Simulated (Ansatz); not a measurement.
Reaction (SMILES): O=S(F)F + 3 [H][H] (H2) → 2 F (HF) + O (H2O) + S (H2S)
B3LYP-D3(BJ)/def2-TZVP geometries, fixed; electronic energies without zero-point terms.

Energies in hartree at r2SCAN with Ansatz (an electronic-structure program); the energy of full hydrogenation is their sum with the coefficients shown, times 627.509 kcal/mol a hartree. All functions are spherical. The program fits the integrals of some runs and decomposes those of others, by size. No added dispersion term, no relativity.

| species | coefficient | part | cc-pV(D+d)Z | cc-pV(T+d)Z | cc-pV(Q+d)Z |
|---|---|---|---|---|---|
| O=S(F)F | -1 | r2SCAN | -672.94755 | -673.08707 | -673.11830 |
| [H][H] (H2) | -3 | r2SCAN | -1.16596 | -1.17128 | -1.17175 |
| F (HF) | +2 | r2SCAN | -100.39369 | -100.43856 | -100.44947 |
| O (H2O) | +1 | r2SCAN | -76.38139 | -76.41734 | -76.42594 |
| S (H2S) | +1 | r2SCAN | -399.36305 | -399.38006 | -399.38463 |

Question: Predict the energy of full hydrogenation in cc-pV(5+d)Z (X = 5): let each r2SCAN step shrink by the ratio of the last two. Compare with the run.

Answer: 
- O=S(F)F: steps -0.13952 and -0.03123, ratio 0.224, so r2SCAN -673.12530 (run: -673.12959).
- [H][H] (H2): steps -0.00532 and -0.00047, ratio 0.088, so r2SCAN -1.17179 (run: -1.17189).
- F (HF): steps -0.04487 and -0.01091, ratio 0.243, so r2SCAN -100.45212 (run: -100.45346).
- O (H2O): steps -0.03595 and -0.00860, ratio 0.239, so r2SCAN -76.42800 (run: -76.42933).
- S (H2S): steps -0.01701 and -0.00457, ratio 0.269, so r2SCAN -399.38586 (run: -399.38717).
Predicted -48.59 kcal/mol; the run in cc-pV(5+d)Z gives -49.05, a miss of 0.46. Keeping the value in cc-pV(Q+d)Z, -47.67, would miss by 1.38. All sums are of the energies as printed.
